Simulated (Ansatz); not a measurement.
System (SMILES): [CH2]F (CH2-F), doublet.
Atoms: C1, F2, H3, H4. Bonds: C1-F2, C1-H3, C1-H4.

Basis-set convergence of the highest harmonic wavenumber at HF with Ansatz (a program for electronic structure). Each level at its own minimum, finite differences of forces, unscaled; the reference is a large set that could be run, not a limit. Cartesian d functions, on some or all atoms, in 6-31G*, 6-31+G*; all else is spherical. The program fits the integrals of some runs and decomposes those of others, by size. Open shells are unrestricted. No added dispersion term, no relativity. Reference: the value in aug-pcseg-2, 3419 cm⁻¹, itself unsure by roughly 8 cm⁻¹ (its mean distance from aug-cc-pVTZ, def2-TZVPPD). Deviations are taken from unrounded values.

```json
[
 {"basis": "6-31G*", "functions": "34", "highest harmonic wavenumber (cm⁻¹)": "3458"},
 {"basis": "6-31+G*", "functions": "42", "highest harmonic wavenumber (cm⁻¹)": "3474"},
 {"basis": "cc-pVDZ", "functions": "38", "highest harmonic wavenumber (cm⁻¹)": "3436"},
 {"basis": "aug-cc-pVDZ", "functions": "64", "highest harmonic wavenumber (cm⁻¹)": "3435"},
 {"basis": "def2-SVP", "functions": "38", "highest harmonic wavenumber (cm⁻¹)": "3442"},
 {"basis": "def2-SVPD", "functions": "59", "highest harmonic wavenumber (cm⁻¹)": "3435"},
 {"basis": "pcseg-1", "functions": "38", "highest harmonic wavenumber (cm⁻¹)": "3471"},
 {"basis": "aug-pcseg-1", "functions": "64", "highest harmonic wavenumber (cm⁻¹)": "3438"},
 {"basis": "6-311G**", "functions": "48", "highest harmonic wavenumber (cm⁻¹)": "3417"},
 {"basis": "6-311+G**", "functions": "56", "highest harmonic wavenumber (cm⁻¹)": "3423"},
 {"basis": "def2-TZVP", "functions": "74", "highest harmonic wavenumber (cm⁻¹)": "3410"},
 {"basis": "def2-TZVPD", "functions": "95", "highest harmonic wavenumber (cm⁻¹)": "3412"},
 {"basis": "cc-pVTZ", "functions": "88", "highest harmonic wavenumber (cm⁻¹)": "3407"},
 {"basis": "aug-cc-pVTZ", "functions": "138", "highest harmonic wavenumber (cm⁻¹)": "3410"},
 {"basis": "pcseg-2", "functions": "88", "highest harmonic wavenumber (cm⁻¹)": "3416"},
 {"basis": "aug-pcseg-2", "functions": "138", "highest harmonic wavenumber (cm⁻¹)": "3419"},
 {"basis": "def2-TZVPP", "functions": "90", "highest harmonic wavenumber (cm⁻¹)": "3411"},
 {"basis": "def2-TZVPPD", "functions": "111", "highest harmonic wavenumber (cm⁻¹)": "3413"}
]
```

What the diffuse functions change, pair by pair:
- 6-31G* to 6-31+G*: 8 more functions, deviation 39 to 54 cm⁻¹
- cc-pVDZ to aug-cc-pVDZ: 26 more functions, deviation 17 to 16 cm⁻¹
- def2-SVP to def2-SVPD: 21 more functions, deviation 23 to 16 cm⁻¹
- pcseg-1 to aug-pcseg-1: 26 more functions, deviation 51 to 19 cm⁻¹
- 6-311G** to 6-311+G**: 8 more functions, deviation -2 to 4 cm⁻¹
- def2-TZVP to def2-TZVPD: 21 more functions, deviation -9 to -7 cm⁻¹
- cc-pVTZ to aug-cc-pVTZ: 50 more functions, deviation -13 to -9 cm⁻¹
- pcseg-2 to aug-pcseg-2: 50 more functions, deviation -3 to 0 cm⁻¹
- def2-TZVPP to def2-TZVPPD: 21 more functions, deviation -8 to -6 cm⁻¹

Leaving out the reference's own pair, they bring the value nearer the reference by more than 8 cm⁻¹ in 1 of 8 pairs.
